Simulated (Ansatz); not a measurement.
A nudged elastic band was laid between two geometries of CH2F2NP (7 atoms, charge 0, multiplicity 1).

Method: RKS LDA/6-31G in Ansatz.

* movable images: 5
* climbing image: yes
* spring: 5.0 eV/Å²
* optimiser: quadratic models (default)
* start path: through a guess of the saddle point
* force threshold: 0.05 eV/Å
* iteration limit: 60
* end points: relaxed

Image 0:

```xyz
7
Properties=species:S:1:pos:R:3
F 1.424 -0.507 1.158
C 0.289 -1.038 0.578
F 0.052 -2.237 1.162
N -0.414 -0.531 -0.313
P -0.069 0.981 -1.228
H 0.248 1.871 -0.095
H -1.469 1.392 -1.307
```

Image 6:

```xyz
7
Properties=species:S:1:pos:R:3
F 0.051 -2.233 1.167
C 0.289 -1.038 0.578
F 1.425 -0.505 1.152
N -0.416 -0.532 -0.313
P -0.070 0.979 -1.229
H 0.252 1.868 -0.097
H -1.469 1.393 -1.305
```

Question: Which bonds break or form, and what moves?

Answer: No bond is made or broken. The dihedral F3–C2–N4–P5 changes from -174 to 6° by way of a nearly straight angle C2–N4–P5 (up to 171°), not by a turn about the bond. The two ends are copies of one structure, up to a mirror image or an exchange of like atoms.

Question: Give the energies along the band, and the barrier.

Answer: The forces met the threshold. The highest image is number 1 of 0 to 6, 0.158 eV above the ends, which have the same energy within 2 meV. The profile has 2 maxima (images 1, 4) with wells between them (image 2): this band takes more than one step, which may be the mechanism or a detour left from its start path. A vibrational analysis at the climbing image gives one clearly imaginary mode, 107i cm⁻¹: a first-order saddle point. Limits of this set-up: no polarisation functions.

```json
{"image": "0", "path coordinate (Å)": "0.00", "energy (eV)": "0.000", "angle C2–N4–P5 (°)": "127"}
{"image": "1", "path coordinate (Å)": "1.30", "energy (eV)": "0.158", "angle C2–N4–P5 (°)": "171"}
{"image": "2", "path coordinate (Å)": "2.22", "energy (eV)": "0.033", "angle C2–N4–P5 (°)": "139"}
{"image": "3", "path coordinate (Å)": "3.13", "energy (eV)": "0.039", "angle C2–N4–P5 (°)": "123"}
{"image": "4", "path coordinate (Å)": "4.05", "energy (eV)": "0.072", "angle C2–N4–P5 (°)": "122"}
{"image": "5", "path coordinate (Å)": "4.96", "energy (eV)": "0.038", "angle C2–N4–P5 (°)": "123"}
{"image": "6", "path coordinate (Å)": "5.87", "energy (eV)": "0.000", "angle C2–N4–P5 (°)": "127"}
```

Question: What is the geometry of the highest image?

Answer: 
```xyz
7
Properties=species:S:1:pos:R:3:forces:R:3
F 1.501 -1.074 1.547 0.00 0.01 0.02
C 0.422 -1.028 0.689 -0.02 -0.02 -0.04
F -0.231 -2.230 0.865 0.00 0.00 0.02
N 0.112 -0.124 -0.062 0.02 0.00 -0.01
P -0.168 1.029 -1.315 -0.01 -0.02 0.00
H 0.059 2.255 -0.541 0.00 0.02 0.01
H -1.634 1.104 -1.228 0.01 0.01 0.01
```

The run took 6.4 min on 1 thread of Intel(R) Xeon(R) Platinum 8488C (Sapphire Rapids), on a shared host, peak memory 0.14 GiB.
